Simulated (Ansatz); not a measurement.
Property card for CrO$_{2}$

These are results of Ansatz 0.2.0, DFT PBEsol, scalar-relativistic, plane waves, PAW, not measurements.

Plane waves to 420 eV, a k mesh through Γ of 8×8×12 on the computed 6-atom cell and Gaussian smearing (0.10 eV); collinear spin from starting moments 1.87 1.87 0 0 0 0 μB.

The structure is relaxed at this level of theory with its symmetry kept.

```yaml
crystal:
  lattice:
    - [4.39239, 0.00000, 0.00000]
    - [0.00000, 4.39239, 0.00000]
    - [0.00000, 0.00000, 2.88765]
  atoms:
    - { symbol: Cr, position: [0.00000, 0.00000, 0.00000] }
    - { symbol: Cr, position: [0.50000, 0.50000, 0.50000] }
    - { symbol: O, position: [0.30330, 0.30330, 0.00000] }
    - { symbol: O, position: [0.19670, 0.80330, 0.50000] }
    - { symbol: O, position: [0.69670, 0.69670, 0.00000] }
    - { symbol: O, position: [0.80330, 0.19670, 0.50000] }
```

| Quantity | Value |
| --- | --- |
| Space group | P4_2/mnm (No. 136) |
| Volume per atom | 9.29 Å³ |
| Formation energy from the elements' standard states (uncorrected) | -1.972 eV/atom |
| Kohn–Sham band gap | none (metal) |
| Density of states at the Fermi level | 1.03 states/eV per cell |
| Löwdin character within 0.5 eV of the Fermi level | Cr 3d 62 %, O 2p 35 % |
| Bulk modulus | 254 GPa |
| Its pressure derivative | 4.9 |
| Bader charges (e) | Cr (2 in the cell) 1.97, O (4 in the cell) -0.98 |
| Total moment | 4.00 μB per cell |
| Site moments (μB; atoms counted from 1 over the whole cell) | Cr (atom 1) 1.70, Cr (atom 2) 1.70, O (atom 3) -0.05, O (atom 4) -0.05, O (atom 5) -0.05, O (atom 6) -0.05 |

Only this magnetic start was tried.